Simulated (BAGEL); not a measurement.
# doublet [Li2]+: a chain of runs

We compute a series of 9 runs (UHF/cc-pVDZ, HF/aug-cc-pVDZ, UHF/aug-cc-pVDZ, HF/cc-pVTZ, UHF/cc-pVTZ, HF/aug-cc-pVTZ, UHF/aug-cc-pVTZ, HF/aug-cc-pVQZ, and more) of Li2. 

The calculation is run with BAGEL 1.2.2.

1 further run of the same task is left out (set aside as unsound or not needed).

## Step 1: The system as given

[Li2]+ has 2 atoms, charge +1, and is taken as a doublet. SMILES of the parent species: `[Li][Li]`. The bond length is the one measured for the parent species. That shape belongs to the parent species and isn't relaxed for this state.

Bond lengths: Li1–Li2 2.673 Å.

## Step 2: A single-point energy at UHF/cc-pVDZ (density fitting with tzvpp-jkfit, property ionisation energy) (run 1)

The input, input.json:

```json
{ "bagel": [

{
  "title": "molecule",
  "basis": "cc-pvdz.json",
  "df_basis": "tzvpp-jkfit",
  "angstrom": "true",
  "geometry": [
    { "atom": "Li", "xyz": [       0.000000,       0.000000,       0.000000 ] },
    { "atom": "Li", "xyz": [       0.000000,       0.000000,       2.672900 ] }
  ]
},

{ "title": "uhf", "charge": 1, "nopen": 1 },

{ "title": "print", "file": "orbitals.molden", "orbitals": "true" }

]}
```

The basis set cc-pVDZ is read from a file made from the Basis Set Exchange's data (not shown).

Launch:

```
$ BAGEL_NUM_THREADS=1 BAGEL input.json > input.out
```

What it wrote:

```text
* using 1 threads per process

  ===============================================================
  ===============================================================

  *** Geometry ***

  { "atom" : "Li", "xyz" : [      0.000000,      0.000000,      0.000000 ] },
  { "atom" : "Li", "xyz" : [      0.000000,      0.000000,      5.051049 ] },

  Number of auxiliary basis functions:      102

  Since a DF basis is specified, we compute 2- and 3-index integrals:
    o Being stored without compression. Storage requirement is 0.001 GB

  Number of basis functions:       28
  Number of electrons      :        6

    * METHOD: MOLECULE                             0.01

  *** Open-shell HF ***

  === Nuclear Repulsion ===
     1.7818081096

      * DIIS with orbital gradients will be used.

  === UHF iteration (cc-pvdz.json) ===
      0        -14.68994208          0.00893974           0.00
      1        -14.70351702          0.00500462           0.00
      2        -14.70788981          0.00280628           0.00
      3        -14.70989757          0.00007233           0.00
      4        -14.70990033          0.00000948           0.00
      5        -14.70990045          0.00000183           0.00
      6        -14.70990046          0.00000045           0.00
      7        -14.70990046          0.00000005           0.00
      8        -14.70990046          0.00000000           0.00
    * SCF iteration converged.

    * S^2 (UHF) is 0.7500

    * Permanent dipole moment:
           (   -0.000000,    -0.000000,    -0.000000) a.u.

    * METHOD: UHF                                  0.02

    * METHOD: PRINT                                0.00

  ===============================================================
```

Wall time 0.4 s (1 thread of Intel Xeon 6975P-C (Granite Rapids), shared host); peak memory 0.078 GiB.

## Step 3: Singlet neutral Li2: a single-point energy at HF/aug-cc-pVDZ (density fitting with tzvpp-jkfit, property ionisation energy) (run 2)

The input, input.json:

```json
{ "bagel" : [

{
  "title" : "molecule",
  "basis" : "aug-cc-pvdz.json",
  "df_basis" : "tzvpp-jkfit",
  "angstrom" : true,
  "geometry" : [
    { "atom" : "Li", "xyz" : [       0.000000,       0.000000,       0.000000 ] },
    { "atom" : "Li", "xyz" : [       0.000000,       0.000000,       2.672900 ] }
  ]
},

{
  "title" : "hf",
  "charge" : 0
},

{
  "title" : "print",
  "file" : "orbitals.molden",
  "orbitals" : true
}

]}
```

The basis set aug-cc-pVDZ is read from a file made from the Basis Set Exchange's data (not shown).

Launch:

```
$ BAGEL_NUM_THREADS=1 BAGEL input.json > input.out
```

What it wrote:

```text
* using 1 threads per process

  ===============================================================
  ===============================================================

  *** Geometry ***

  { "atom" : "Li", "xyz" : [      0.000000,      0.000000,      0.000000 ] },
  { "atom" : "Li", "xyz" : [      0.000000,      0.000000,      5.051049 ] },

  Number of auxiliary basis functions:      102

  Since a DF basis is specified, we compute 2- and 3-index integrals:
    o Being stored without compression. Storage requirement is 0.002 GB

  Number of basis functions:       46
  Number of electrons      :        6

    * METHOD: MOLECULE                             0.01

  *** RHF ***

  === Nuclear Repulsion ===
     1.7818081096

      * DIIS with orbital gradients will be used.

  === RHF iteration (aug-cc-pvdz.json) ===
      0        -14.86468757          0.00228934           0.00
      1        -14.86903176          0.00092381           0.00
      2        -14.86983551          0.00014495           0.00
      3        -14.86985486          0.00002325           0.00
      4        -14.86985544          0.00000331           0.00
      5        -14.86985545          0.00000052           0.00
      6        -14.86985546          0.00000004           0.00
      7        -14.86985546          0.00000000           0.00
    * SCF iteration converged.

    * Permanent dipole moment:
           (   -0.000000,    -0.000000,    -0.000000) a.u.

    * METHOD: HF                                   0.02

    * METHOD: PRINT                                0.00

  ===============================================================
```

It took 0.32 s on 1 thread of Intel Xeon 6975P-C (Granite Rapids), shared host; peak memory 0.078 GiB.

Runs 3 to 6 aren't shown in full; the table further down has their settings and results.

## Step 4: The energy at UHF/aug-cc-pVTZ (density fitting with tzvpp-jkfit, property ionisation energy) (run 7)

The input, hf.json:

```json
{ "bagel" : [

{
  "title" : "molecule",
  "basis" : "aug-cc-pvtz.json",
  "df_basis" : "tzvpp-jkfit",
  "angstrom" : true,
  "geometry" : [
    { "atom" : "Li", "xyz" : [    0.000000,    0.000000,    0.000000 ] },
    { "atom" : "Li", "xyz" : [    0.000000,    0.000000,    2.672900 ] }
  ]
},
{
  "title" : "uhf",
  "charge" : 1,
  "nopen" : 1
},
{
  "title" : "print",
  "file" : "orbitals.molden",
  "orbitals" : true
}

]}
```

The basis set aug-cc-pVTZ is read from a file made from the Basis Set Exchange's data (not shown).

Launch:

```
$ BAGEL_NUM_THREADS=1 BAGEL hf.json > hf.out
```

What it wrote:

```text
* using 1 threads per process

  ===============================================================
  ===============================================================

  *** Geometry ***

  { "atom" : "Li", "xyz" : [      0.000000,      0.000000,      0.000000 ] },
  { "atom" : "Li", "xyz" : [      0.000000,      0.000000,      5.051049 ] },

  Number of auxiliary basis functions:      102

  Since a DF basis is specified, we compute 2- and 3-index integrals:
    o Being stored without compression. Storage requirement is 0.007 GB

  Number of basis functions:       92
  Number of electrons      :        6

    * METHOD: MOLECULE                             0.03

  *** Open-shell HF ***

  === Nuclear Repulsion ===
     1.7818081096

      * DIIS with orbital gradients will be used.

  === UHF iteration (aug-cc-pvtz.json) ===
      0        -14.68410927          0.00606061           0.01
      1        -14.70297008          0.00322692           0.01
      2        -14.70874896          0.00177273           0.01
      3        -14.71148496          0.00015568           0.01
      4        -14.71151707          0.00001314           0.01
      5        -14.71151725          0.00000295           0.01
      6        -14.71151726          0.00000063           0.01
      7        -14.71151726          0.00000006           0.01
      8        -14.71151726          0.00000001           0.01
      9        -14.71151726          0.00000000           0.01
    * SCF iteration converged.

    * S^2 (UHF) is 0.7500

    * Permanent dipole moment:
           (   -0.000000,    -0.000000,    -0.000000) a.u.

    * METHOD: UHF                                  0.12

    * METHOD: PRINT                                0.01

  ===============================================================
```

It took 0.5 s on 1 thread of Intel Xeon 6975P-C (Granite Rapids), shared host; peak memory 0.078 GiB.

Run 8 isn't shown in full; the table further down has it.

## Step 5: The energy at UHF/aug-cc-pVQZ (density fitting with qzvpp-jkfit, property ionisation energy) (run 9)

The input, input.json:

```json
{ "bagel": [

{
  "title": "molecule",
  "basis": "aug-cc-pvqz.json",
  "df_basis": "qzvpp-jkfit",
  "angstrom": true,
  "geometry": [
    { "atom": "Li", "xyz": [    0.000000,    0.000000,    0.000000 ] },
    { "atom": "Li", "xyz": [    0.000000,    0.000000,    2.672900 ] }
  ]
},
{ "title": "uhf", "charge": 1, "nopen": 1 },
{ "title": "print", "file": "orbitals.molden", "orbitals": true }

]}
```

The basis set aug-cc-pVQZ is read from a file made from the Basis Set Exchange's data (not shown).

Launch:

```
$ BAGEL_NUM_THREADS=1 BAGEL input.json > input.out
```

What it wrote:

```text
* using 1 threads per process

  ===============================================================
  ===============================================================

  *** Geometry ***

  { "atom" : "Li", "xyz" : [      0.000000,      0.000000,      0.000000 ] },
  { "atom" : "Li", "xyz" : [      0.000000,      0.000000,      5.051049 ] },

  Number of auxiliary basis functions:      102

  Since a DF basis is specified, we compute 2- and 3-index integrals:
    o Being stored without compression. Storage requirement is 0.021 GB

  Number of basis functions:      160
  Number of electrons      :        6

    * METHOD: MOLECULE                             0.06

  *** Open-shell HF ***

  === Nuclear Repulsion ===
     1.7818081096

      * DIIS with orbital gradients will be used.

  === UHF iteration (aug-cc-pvqz.json) ===
      0        -14.67496162          0.00548749           0.01
      1        -14.70126785          0.00296027           0.02
      2        -14.70838815          0.00163822           0.02
      3        -14.71160987          0.00019861           0.02
      4        -14.71166797          0.00001364           0.02
      5        -14.71166827          0.00000271           0.02
      6        -14.71166828          0.00000061           0.02
      7        -14.71166828          0.00000008           0.02
      8        -14.71166828          0.00000001           0.02
      9        -14.71166828          0.00000000           0.02
    * SCF iteration converged.

    * S^2 (UHF) is 0.7500

    * Permanent dipole moment:
           (   -0.000000,    -0.000000,    -0.000000) a.u.

    * METHOD: UHF                                  0.24

    * METHOD: PRINT                                0.02

  ===============================================================
```

It took 0.62 s on 1 thread of Intel Xeon 6975P-C (Granite Rapids), shared host; peak memory 0.078 GiB.

## Step 6: The series

```csv
run,level,integral approximation,partner,energy (Eh),⟨S²⟩,wall time
1,"UHF/cc-pVDZ (density fitting with tzvpp-jkfit, property ionisation energy)",tzvpp-jkfit,cation,-14.709900,0.750,0.4 s
2,"HF/aug-cc-pVDZ (density fitting with tzvpp-jkfit, property ionisation energy)",tzvpp-jkfit,base,-14.869855,–,0.32 s
3,"UHF/aug-cc-pVDZ (density fitting with tzvpp-jkfit, property ionisation energy)",tzvpp-jkfit,cation,-14.709971,0.750,0.34 s
4,"HF/cc-pVTZ (density fitting with tzvpp-jkfit, property ionisation energy)",tzvpp-jkfit,base,-14.871345,–,0.32 s
5,"UHF/cc-pVTZ (density fitting with tzvpp-jkfit, property ionisation energy)",tzvpp-jkfit,cation,-14.711464,0.750,0.34 s
6,"HF/aug-cc-pVTZ (density fitting with tzvpp-jkfit, property ionisation energy)",tzvpp-jkfit,base,-14.871398,–,0.36 s
7,"UHF/aug-cc-pVTZ (density fitting with tzvpp-jkfit, property ionisation energy)",tzvpp-jkfit,cation,-14.711517,0.750,0.5 s
8,"HF/aug-cc-pVQZ (density fitting with qzvpp-jkfit, property ionisation energy)",qzvpp-jkfit,base,-14.871488,–,0.48 s
9,"UHF/aug-cc-pVQZ (density fitting with qzvpp-jkfit, property ionisation energy)",qzvpp-jkfit,cation,-14.711668,0.750,0.62 s
```

## Step 7: Summary of results

```
                                                          quantity         value
                              run 9, UHF/aug-cc-pVQZ: total energy  -14.71167 Eh
                                      run 9, UHF/aug-cc-pVQZ: ⟨S²⟩         0.750
vertical ionisation energy (to the doublet cation), HF/aug-cc-pVDZ      4.351 eV
    vertical ionisation energy (to the doublet cation), HF/cc-pVTZ      4.351 eV
vertical ionisation energy (to the doublet cation), HF/aug-cc-pVTZ      4.351 eV
vertical ionisation energy (to the doublet cation), HF/aug-cc-pVQZ      4.349 eV
```

In words: At HF/aug-cc-pVDZ: the vertical ionisation energy comes to 4.35 eV (420 kJ/mol). The negative HOMO energy of the first species, 4.93 eV, lies 0.58 eV above that difference. At HF/cc-pVTZ: the vertical ionisation energy comes to 4.35 eV (420 kJ/mol). −ε(HOMO) before ionisation, 4.94 eV, is 0.59 eV above this ionisation energy. At HF/aug-cc-pVTZ: the vertical ionisation energy comes to 4.35 eV (420 kJ/mol). The negative HOMO energy of the first species, 4.95 eV, lies 0.60 eV above that difference. All runs together took 3.7 s, the longest 0.62 s.
